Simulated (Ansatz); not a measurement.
`COC(C)F` → `COCF` + `[CH2]` (triplet) at 400 K and 1 bar (formal loss of a carbene).

Calculated with Ansatz (gas phase, PBE0-D4/def2-TZVP geometries, no zero-point term in ΔE). CCSD(T)/CBS adds triple-zeta CCSD(T) − MP2 to the extrapolated MP2 energy (def2 sets, frozen cores). This one scheme is used for every species. Triplets are unrestricted, without spin–orbit coupling. Each species was taken in one conformer, which may not be the lowest.

| species | CCSD(T)/CBS energy (Eh) | H − E (kJ/mol) | S (J/(mol·K)) |
| --- | --- | --- | --- |
| `COC(C)F` | -293.32811 | 294.1 | 349.7 |
| `COCF` | -254.05716 | 215.5 | 313.1 |
| `[CH2]` (triplet) | -39.09499 | 59.0 | 205.7 |

H − E and S are ideal-gas, rigid-rotor, harmonic terms from PBE0-D4/def2-TZVP, for one conformer and one mirror image of each species, with the whole ground term of open shells counted as degenerate. 1 Eh = 2625.50 kJ/mol, R = 8.31446 J/(mol·K).

By hand: ΔE, ΔH, ΔS and ΔG.

ΔE = (-254.05716) + (-39.09499) − (-293.32811) = 0.17596 Eh = 462.0 kJ/mol. Δ(H − E) = 215.5 + 59.0 − 294.1 = -19.6, so ΔH = 442.4 kJ/mol. ΔS = 313.1 + 205.7 − 349.7 = 169.1 J/(mol·K). ΔG = 442.4 − 400 × (169.1)/1000 = 374.8 kJ/mol.

By hand: the equilibrium constant, and the temperature at which ΔG would vanish if ΔH and ΔS stayed fixed.

log₁₀ K = −ΔG/(RT ln 10) = -48.9. ΔG = 0 at ΔH/ΔS = 2616 K, far beyond where these terms or the molecules hold.

The number of gas molecules changes by +1, which sets the sign of ΔS. A doubt of 5 kJ/mol in ΔE shifts log₁₀ K by 0.7 here. Other conformers and mirror images would add mixing entropy, several J/(mol·K) or more a flexible species. A triplet takes part, so the spin changes. These are equilibria of isolated gas molecules and say nothing of rates. Largest T1 diagnostic: 0.011 (customary marks: 0.02 for closed shells, 0.045 for open ones).
